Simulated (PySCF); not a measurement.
Working out the ionisation energy of F

F [He] 2s2 2p5 (2P) → F⁺ [He] 2s2 2p4 (3P). Computed with PySCF 2.14 in cc-pVTZ (4s3p2d1f, 30 functions), with the non-relativistic Hamiltonian (point nucleus). Frozen: 1s2. Energies in hartree (1 hartree = 27.21139 eV):

| part | F (lower) | F⁺ (upper) |
| --- | --- | --- |
| UHF | -99.405525 | -98.830256 |
| CCSD correlation | -0.211246 | -0.158493 |
| (T) | -0.003590 | -0.002046 |

Q: What does Hartree-Fock give?

A: (-98.830256) − (-99.405525) = 0.575269 hartree = 15.654 eV.

Q: What do CCSD and CCSD(T) give?

A: The CCSD correlation energies differ by 0.052753 hartree = 1.435 eV and the triples by 0.001544 hartree = 0.042 eV, so CCSD gives 17.089 eV and CCSD(T) 17.131 eV.

Measured between the centres of the two terms (NIST): 17.427 eV, so CCSD(T) (valence) is off by -0.296 eV.

What remains against the reference includes basis incompleteness, the frozen core and higher excitations.
